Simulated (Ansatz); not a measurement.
Relaxation of C3H2OS (7 atoms, charge 0, multiplicity 1), to a largest force component of 0.02 eV/Å in at most 50 steps.

Computed with UHF/STO-3G (Ansatz).

```xyz
7
Properties=species:S:1:pos:R:3
C -0.130 -0.581 1.964
C 0.040 -0.269 0.802
C 0.284 0.056 -0.590
O 1.483 -0.159 -1.080
S -0.987 0.768 -1.499
H -0.680 0.346 1.341
H -0.258 0.877 -2.613
```

Q: Where does it end, and by what steps?

A: It converged. Limits of this set-up: minimal basis. After 11 steps the energy has fallen by 2.007 eV; C1 moved furthest, 0.72 Å. Parted: C1–H6.

```
step  energy less start (eV)  largest force component (eV/Å)  accepted
   0                  0.0000                           6.990       yes
   1                 -0.6840                           1.608       yes
   2                 -0.8235                           1.816       yes
   3                 -1.3795                           1.441       yes
   4                 -1.7300                           1.918       yes
   5                 -1.9228                           1.458       yes
   6                 -1.9872                           0.885       yes
   7                 -1.9974                           0.280       yes
   8                 -1.9998                           0.674       yes
   9                 -2.0070                           0.116       yes
  10                 -2.0072                           0.046       yes
  11                 -2.0075                           0.007       yes
```

```xyz
7
Properties=species:S:1:pos:R:3
C 0.569 -0.703 1.876
C -0.190 -0.088 0.900
C 0.218 0.101 -0.494
O 1.380 -0.317 -0.926
S -0.927 0.922 -1.586
H -1.164 0.278 1.207
H -0.133 0.844 -2.651
```

Whether the end is a true minimum wasn't checked by a vibrational analysis.

Run time: 24 s on 1 thread of Intel(R) Xeon(R) Platinum 8488C (Sapphire Rapids), with other jobs on the host, peak memory 0.12 GiB.
